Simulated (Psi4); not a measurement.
# P2H2 (phosphanylidenephosphane) at TPSS/def2-SVP (density fitting, force field MMFF94)

Aim: a geometry optimisation of P2H2 (phosphanylidenephosphane). 

The results are computed with Psi4 1.11.

**1. The system as given**

P2H2 has 4 atoms, charge 0, and is taken as a singlet. As SMILES, `[H]/P=P/[H]`. The shape is built from the SMILES string. The run starts from this shape.

Bond lengths: P1–P2 2.180 Å, P1–H3 1.423 Å, P2–H4 1.423 Å. Angles: P1–P2–H4 95.0°, P2–P1–H3 95.0°.

**2. A structure relaxation at TPSS/def2-SVP (density fitting, force field MMFF94)**

Input file h2p2.py:

```python
import psi4
from rdkit import Chem
from rdkit.Chem import AllChem

psi4.set_memory(1600000000)
psi4.set_num_threads(1)
psi4.set_output_file('run.log', False)

rd = Chem.AddHs(Chem.MolFromSmiles('P=P'))
AllChem.EmbedMolecule(rd, randomSeed=900)
AllChem.MMFFOptimizeMolecule(rd, maxIters=2000)
atoms = '\n'.join(Chem.MolToXYZBlock(rd).splitlines()[2:])
m = psi4.geometry('0 1\n' + atoms + '')

psi4.set_options({
    'basis': 'def2-SVP',
    'geom_maxiter': 60,
})

energy_value, wavefunction = psi4.optimize("tpss", return_wfn=True)
print('E =', round(energy_value, 9))
print(m.to_string(dtype='xyz', units='Angstrom'))
```

The run is started by

```bash
$ python h2p2.py
```

**Question.** What will come out? Wanted: total energy at the end; dipole moment; HOMO energy; LUMO energy; HOMO–LUMO gap.

Answer, from the run:

At TPSS/def2-SVP (density fitting, force field MMFF94):

```
               quantity          value
total energy at the end  -683.71659 Eh
          dipole moment         0.00 D
            HOMO energy       -6.46 eV
            LUMO energy       -3.64 eV
          HOMO–LUMO gap        2.82 eV
```

In words: At the final geometry: Bond lengths: P1–P2 2.048 Å, P1–H3 1.438 Å, P2–H4 1.438 Å. Angles: P1–P2–H4 94.0°, P2–P1–H3 94.0°. The optimisation took 7 steps and changed the energy by -0.170 eV.
